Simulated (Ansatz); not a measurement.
Basis-set extrapolation for difluoromethane, CH2F2 (PBE0-D4/def2-TZVP geometry, frozen core, the Gaussian-basis code of Ansatz). Multiplicity 1, RHF reference.

|  | def2-TZVPP | def2-QZVPP |
| --- | --- | --- |
| HF | -238.008760 | -238.019411 |
| MP2 correlation | -0.669198 | -0.729173 |
| CCSD(T) correlation | -0.701322 | -0.759019 |

Energies in hartree. Use E(X) = E(∞) + A·exp(−7.88·√X) for Hartree–Fock and E(X) = E(∞) + B·X^(−2.97) for correlation, with X = 3 and 4.

Problem. What is the CCSD(T) energy at the basis-set limit?

Solution. HF limit: -238.019411 + (-0.010651) × 0.13774 = -238.02088. Correlation limit: -0.759019 + (-0.057697) × 0.74074 = -0.80176. Total: -238.82264 hartree, 295.5 kJ/mol below CCSD(T)/def2-TZVPP.
